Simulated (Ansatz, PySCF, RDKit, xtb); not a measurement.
# Which structure has the formula C2H6O+?

Only the formula C2H6O+ is given (charge +1, odd number of electrons). Aim: find the structure of lowest free energy at 1000 K, then its properties.

The funnel: GFN2-xTB relaxations, single points with a density functional, relaxations at PBE0-D3(BJ)/def2-SVP, harmonic vibrations, and a last energy at a higher level. All values are calculated.

3 further runs of the same task are left out: 3 set aside as unsound or not needed.

**1. Drawing up candidates**

All bonding patterns within simple valence rules are listed by program: one Lewis structure each, at most two rings and one unusual centre or charged pair. O–O, O–halogen and N–halogen bonds and N–N–N chains are not drawn. That gives 3 candidates.

```tsv
label	SMILES	spin
c442	[CH2]C[OH2+]	doublet
c654	[CH2][OH+]C	doublet
c977	C[CH][OH2+]	doublet
```

Candidates are built by distance geometry, with a force field where one applies, in up to four conformers (letters a to d).

Q: Predict the outcome of this search (final energies at CCSD(T)/def2-SVP + MP2/def2-TZVPP - MP2/def2-SVP).

| quantity | value |
| --- | --- |
| lowest structure found | [CH2]C[OH2+], doublet, C1 |
| next finalist | C[CH][OH2+], doublet, 4.9 kcal/mol higher in G |
| share at equilibrium, among the finalists | 92.2 % |
| harmonic wavenumbers, lowest and highest (PBE0-D3(BJ)/def2-SVP) | 165 and 3765 cm⁻¹ |
| rotational constants, same geometry | 1.119, 0.2923, 0.2584 cm⁻¹ |
| HOMO energy (highest over α and β) (PBE0/def2-TZVPD) | -12.80 eV |
| LUMO energy (lowest over α and β) (PBE0/def2-TZVPD) | -8.24 eV |
| lowest excitation (TD-B3LYP/def2-SVPD) | 5.22 eV (f = 0.001) |
| strongest of the states computed, same level | 5.64 eV (f = 0.101) |
| vertical ionisation energy (to the singlet ion of charge +2) | 15.49 eV |
| vertical recombination energy (electron added) | 6.28 eV |
| vertical quartet less doublet | +8.63 eV |

The lowest structure found is `[CH2]C[OH2+]`. Among the finalists first place is clear (4.9 kcal/mol); structures outside the list aren't covered. r2SCAN-D4/def2-SVP, PBE0-D3(BJ)/def2-SVP, HF/def2-SVP and MP2/def2-SVP already put its bonding pattern lowest among the structures in one piece; GFN2-xTB and HF/STO-3G favour the doublet C[CH][OH2+]. The stability test raises a flag; for an open shell a flag towards a general spinor solution can be the free rotation of the spin. The search is not exhaustive (a finite list of starts, one conformer a finalist), so a lower isomer can't be ruled out. Patterns outside the rules of the enumeration were met only by chance.
